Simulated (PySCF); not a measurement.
Gas-phase thermal properties of BH2Cl

Method: PySCF energies (xtb for GFN2) plus ideal-gas RRHO corrections (1 bar). 6-31G* has spherical d functions here. All species are closed-shell singlets. B3LYP is the form with VWN-RPA correlation. BH2Cl: computed as isolated molecules; such fragments, hydroxides, amides, oligomers or adducts are transient or little studied in the gas. The harmonic model lacks anharmonicity and excited electronic states, which grow with temperature; levels with a mode under 35 cm⁻¹ are left out.

```json
[
 {"level": "B3LYP/6-31G*", "point group": "C2v", "σ": "2", "ZPE (kJ/mol)": "56.1", "S°298 (J/mol/K)": "234.4", "Cp298 (J/mol/K)": "40.3", "S°1000 (J/mol/K)": "299.0", "H1000 − H298 (kJ/mol)": "39.3"},
 {"level": "GFN2-xTB", "point group": "C2v", "σ": "2", "ZPE (kJ/mol)": "53.5", "S°298 (J/mol/K)": "234.1", "Cp298 (J/mol/K)": "41.7", "S°1000 (J/mol/K)": "300.4", "H1000 − H298 (kJ/mol)": "40.3"},
 {"level": "HF/6-31G*", "point group": "C2v", "σ": "2", "ZPE (kJ/mol)": "59.0", "S°298 (J/mol/K)": "234.0", "Cp298 (J/mol/K)": "39.3", "S°1000 (J/mol/K)": "297.2", "H1000 − H298 (kJ/mol)": "38.5"},
 {"level": "PBE/def2-SVP", "point group": "C2v", "σ": "2", "ZPE (kJ/mol)": "53.9", "S°298 (J/mol/K)": "234.8", "Cp298 (J/mol/K)": "40.9", "S°1000 (J/mol/K)": "300.4", "H1000 − H298 (kJ/mol)": "39.9"},
 {"level": "PBE0/def2-TZVP", "point group": "C2v", "σ": "2", "ZPE (kJ/mol)": "55.4", "S°298 (J/mol/K)": "234.3", "Cp298 (J/mol/K)": "40.4", "S°1000 (J/mol/K)": "299.2", "H1000 − H298 (kJ/mol)": "39.5"}
]
```
σ: rotational symmetry number. Electronic degeneracy used: 1. Frequencies are unscaled.
